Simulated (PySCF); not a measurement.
Below is a simulated gas-phase C 1s photoelectron spectrum of butanal (`CCCC=O`).

Every computed line was given a Gaussian of 0.7 eV full width at half maximum and an area set by the number of equivalent atoms; the highest printed point is 100. Computed with delta-SCF UKS SCAN, pcX-2 on the ionised atom, pcseg-1 elsewhere, spin-free X2C in PySCF 2.14.0.

(binding energy (eV), intensity): (289.8, 0), (289.9, 1), (290.0, 2), (290.1, 4), (290.2, 10), (290.3, 18), (290.4, 31), (290.5, 48), (290.6, 67), (290.7, 84), (290.8, 96), (290.9, 100), (291.0, 96), (291.1, 85), (291.2, 69), (291.3, 52), (291.4, 36), (291.5, 23), (291.6, 13), (291.7, 7), (291.8, 3), (291.9, 1), (292.0, 1), (292.1, 0), (292.2, 0), (292.3, 0), (292.4, 0), (292.5, 0), (292.6, 0), (292.7, 0), (292.8, 1), (292.9, 2), (293.0, 5), (293.1, 9), (293.2, 15), (293.3, 23), (293.4, 30), (293.5, 36), (293.6, 38), (293.7, 36), (293.8, 30), (293.9, 23), (294.0, 15), (294.1, 9), (294.2, 5), (294.3, 2), (294.4, 1), (294.5, 0), (294.6, 0)

Question: How many maxima does the curve show, and how many computed lines lie under it?

Answer: The curve has 2 maxima (at 290.9 and 293.6 eV). Under it lie 4 lines from 4 inequivalent carbon sites. At this width some lines have no maximum of their own.

Question: Decompose the envelope and assign each component. Numbering: `[CH3:1][CH2:2][CH2:3][CH:4]=[O:5]`.

Answer: 
| position (eV) | relative area | line | atoms | environment |
| --- | --- | --- | --- | --- |
| 290.80 | 1 | C 1s | C1 | methyl carbon |
| 290.82 | 1 | C 1s | C2 | chain CH2 carbon |
| 291.13 | 1 | C 1s | C3 | sp3 carbon next to a carbonyl |
| 293.60 | 1 | C 1s | C4 | aldehyde carbon |

Question: What are the centre and the root-mean-square width of the whole band?

Answer: The area-weighted mean of the lines is 291.59 eV. Their own spread about it is 1.17 eV (rms) and each Gaussian has σ = 0.7/2.355 = 0.30 eV; the variances add, which gives 1.21 eV.

Lowest listed C 1s: C1, bonded to C and 3 H. Highest, 2.80 eV above it: C4, bonded to O (double bond), C and H. Summing the Pauling electronegativity differences to the bonded atoms, each weighted by its formal bond order, gives -1.05 for the lowest site and +1.43 for the highest; no listed site has a larger sum than the highest. The values 290.80 and 290.82 eV lie too close for their order to be trusted.

Shake-up satellites, vibrational structure and lifetime widths aren't simulated. The unrestricted hole states depart most from a pure doublet (⟨S²⟩ = 0.75; over 0.85 named) for C 1s of C4 (0.85), which makes this value less certain. Isolated species at its PBE0-D3(BJ)/def2-SVP geometry (one conformer only).

The run took 47 s on x86-64 server, one thread, on a shared host.

Shape of the structure used: `[CH3:1][CH2:2][CH2:3][CH:4]=[O:5]`: C1–C2–C3–C4 179°, C2–C3–C4–O5 -1°.
